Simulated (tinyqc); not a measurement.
Pariser-Parr-Pople SCF with singles CI, for the molecule C1=CC=C1 (SMILES; centres numbered as the heavy atoms are written), step by step. Computed by tinyqc, a small Python program that keeps every step. Settings: charge = 0, gamma = MN, start = core, damping = 0, iteration cap = 73, excitations kept = 6. Command: `OMP_NUM_THREADS=1 python tinyqc.py 27096 27097 out.jsonl` (the two numbers bound the seeds that draw the settings). One thread of a shared host (Intel(R) Xeon(R) Processor @ 2.60GHz), about 0.01 s of CPU time with the checks. Later iterations appear only in the table of the cycle.

## PPP integrals

Centres (angstrom, eV; a flat drawing with bonds scaled to 1.40 angstrom):
```
centre          x          y  core charge z          W   gamma_rr
1C       0.990000   0.000000              1  12.620000  12.300000
2C       0.000000   0.990000              1  12.620000  12.300000
3C      -0.990000   0.000000              1  12.620000  12.300000
4C       0.000000  -0.990000              1  12.620000  12.300000
```

Resonance integrals (eV):
```
i  j       beta
1  2  -2.390000
2  3  -2.390000
3  4  -2.390000
4  1  -2.390000
```

Mataga-Nishimoto: gamma = 14.399645/(R + a), a = 2 x 14.399645/(gamma_rr + gamma_ss); H_rr = -W_r - sum_(s != r) z_s gamma_rs; H_rs = beta for bonds.

repulsion gamma_rs (eV), lower triangle:
```
           1C         2C         3C         4C
1C  12.300000
2C   5.601287  12.300000
3C   4.570296   5.601287  12.300000
4C   5.601287   4.570296   5.601287  12.300000
```

core matrix H (eV), lower triangle:
```
            1C          2C          3C          4C
1C  -28.392871
2C   -2.390000  -28.392871
3C    0.000000   -2.390000  -28.392871
4C   -2.390000    0.000000   -2.390000  -28.392871
```

## Starting guess

pi electrons, sum of z_r less the charge = 4

Orbitals of the core matrix H.

P at the start, lower triangle:
```
           1C        2C        3C        4C
1C   1.500000
2C   0.500000  0.500000
3C  -0.500000  0.500000  1.500000
4C   0.500000  0.500000  0.500000  0.500000
```

## Iteration 1: Fock matrix

F_rr = H_rr + P_rr gamma_rr / 2 + sum_(s != r) P_ss gamma_rs; F_rs = H_rs - P_rs gamma_rs / 2; E = tr P (H + F) / 2 + core repulsion sum_(r<s) z_r z_s gamma_rs.

F (eV), lower triangle:
```
           1C         2C         3C         4C
1C  -6.711139
2C  -3.790322  -6.228861
3C   1.142574  -3.790322  -6.711139
4C  -3.790322  -1.142574  -3.790322  -6.228861
```

pi energy = -51.924357 eV

## Iteration 1: orbitals and new P

Diagonalise F (the basis is taken as orthonormal) and form P = 2 sum c c over the lowest orbitals.

orbital energies (eV): -14.104051  -7.853713  -5.086287  1.164051

P after iteration 1, lower triangle:
```
           1C        2C        3C        4C
1C   1.440960
2C   0.496502  0.559040
3C  -0.559040  0.496502  1.440960
4C   0.496502  0.559040  0.496502  0.559040
```

## Iteration 2: Fock matrix

As before.

F (eV), lower triangle:
```
           1C         2C         3C         4C
1C  -6.682665
2C  -3.780525  -6.257335
3C   1.277490  -3.780525  -6.682665
4C  -3.780525  -1.277490  -3.780525  -6.257335
```

pi energy = -52.050603 eV

## Iteration 2: orbitals and new P

As before.

orbital energies (eV): -14.105662  -7.960155  -4.979845  1.165662

P after iteration 2, lower triangle:
```
           1C        2C        3C        4C
1C   1.430273
2C   0.495114  0.569727
3C  -0.569727  0.495114  1.430273
4C   0.495114  0.569727  0.495114  0.569727
```

## Iteration 3: Fock matrix

As before.

F (eV), lower triangle:
```
           1C         2C         3C         4C
1C  -6.677511
2C  -3.776639  -6.262489
3C   1.301911  -3.776639  -6.677511
4C  -3.776639  -1.301911  -3.776639  -6.262489
```

pi energy = -52.054803 eV

## Iteration 3: orbitals and new P

As before.

orbital energies (eV): -14.102150  -7.979422  -4.960578  1.162150

P after iteration 3, lower triangle:
```
           1C        2C        3C        4C
1C   1.428303
2C   0.494833  0.571697
3C  -0.571697  0.494833  1.428303
4C   0.494833  0.571697  0.494833  0.571697
```

## Convergence

Stop when output and input P, before any damping, agree to 1e-7.

Course of the cycle:
```
iteration        E (eV)  largest |P(out) - P(in)|
1          -51.92435675                  5.90e-02
2          -52.05060284                  1.07e-02
3          -52.05480347                  1.97e-03
4          -52.05494668                  3.64e-04
5          -52.05495158                  6.75e-05
6          -52.05495175                  1.25e-05
7          -52.05495176                  2.31e-06
8          -52.05495176                  4.29e-07
9          -52.05495176                  7.94e-08
```

Converged in 9 iterations.

## Converged orbitals

Charges are z - P_rr.

orbital energies (eV): -14.101192  -7.983779  -4.956221  1.161192

coefficients:
```
         MO1        MO2        MO3        MO4
1C  0.462524   0.707107   0.000000   0.534857
2C  0.534857   0.000000   0.707107  -0.462524
3C  0.462524  -0.707107   0.000000   0.534857
4C  0.534857   0.000000  -0.707107  -0.462524
```

pi charges: 1C -0.427856, 2C 0.427856, 3C -0.427856, 4C 0.427856

## Singles CI, singlets

Over the 4 single excitations with the smallest orbital gaps: A = (e_a - e_i) delta + 2 (ia|jb) - (ij|ab), with (pq|rs) = sum c_mp c_mq gamma_mn c_nr c_ns. f = 2/3 w |mu|^2 in atomic units, mu = sqrt2 sum c_ia sum_m c_mi c_ma R_m.

singlet CI matrix (eV), lower triangle:
```
           2>3       1>3       2>4        1>4
2>3  -2.573729
1>3   0.000000  6.344810
2>4   0.000000  0.000000  6.344810
1>4   0.000000  0.000000  0.000000  11.048527
```

singlet excitation energies (eV): -2.573729  6.344810  6.344810  11.048527

oscillator strengths: 0.000000  0.622559  0.622559  0.000000

## Singles CI, triplets

Over the 4 single excitations with the smallest orbital gaps: A = (e_a - e_i) delta - (ij|ab), with (pq|rs) = sum c_mp c_mq gamma_mn c_nr c_ns.

triplet CI matrix (eV), lower triangle:
```
           2>3       1>3       2>4       1>4
2>3  -2.573729
1>3   0.000000  1.922307
2>4   0.000000  0.000000  1.922307
1>4   0.000000  0.000000  0.000000  8.273665
```

triplet excitation energies (eV): -2.573729  1.922307  1.922307  8.273665
